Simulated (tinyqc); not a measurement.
Inside a calculation. Method: ROHF in the sto-3g basis, for OH+, spin multiplicity 3. This run ends on a higher stationary point, not on the lowest solution. Computed by tinyqc, a small Python program that keeps every step (integrals from PySCF). Settings: charge = 1, multiplicity = 3, basis = sto-3g, energy threshold = 1e-09, iteration cap = 57, orthogonalisation = symmetric, start = highest core orbitals, DIIS depth = 8, method = ROHF. Command: `OMP_NUM_THREADS=1 python tinyqc.py 21550 21551 out.jsonl` (the two numbers bound the seeds that draw the settings). One thread of a shared host (Intel(R) Xeon(R) Processor @ 2.60GHz), about 0.1 s of CPU time with the checks.

Geometry (angstrom):
```
atom,x,y,z
O,0.0000,0.0000,0.0000
H,0.0000,0.0000,1.5940
```

Stop when the energy changes by less than 1e-09 hartree and every element of the error matrix X^T (F D S - S D F) X is below 9e-06.

Course of the cycle:
```
iteration,E (hartree),change,largest element of the error matrix
1,-28.567714,-,1.28e-01
2,-73.766436,-4.52e+01,1.30e-01
3,-73.791005,-2.46e-02,1.17e-01
4,-73.805915,-1.49e-02,1.10e-01
5,-73.807586,-1.67e-03,1.10e-01
6,-73.808811,-1.23e-03,1.10e-01
7,-73.832777,-2.40e-02,9.58e-02
8,-73.849606,-1.68e-02,7.21e-02
9,-73.867416,-1.78e-02,1.84e-02
10,-73.869200,-1.78e-03,9.98e-03
11,-73.869357,-1.57e-04,7.01e-03
12,-73.869484,-1.27e-04,2.76e-03
13,-73.869507,-2.32e-05,2.92e-04
14,-73.869507,-4.61e-07,8.40e-05
15,-73.869507,-2.49e-08,2.07e-05
16,-73.869507,-5.65e-10,1.80e-05
17,-73.869507,-1.35e-09,1.98e-07
18,-73.869507,-9.95e-14,6.92e-08
```

Can the last value be used, and what does the course show?

No, though the log alone does not show it. Converged in 18 iterations. But the solution lies 0.08805 hartree above the reference: it is another stationary point, not the lowest one. Reruns (cap 100 unless said): atomic densities as start, DIIS 8: converged in 7. PySCF ROHF in the same basis = -73.957561 hartree.
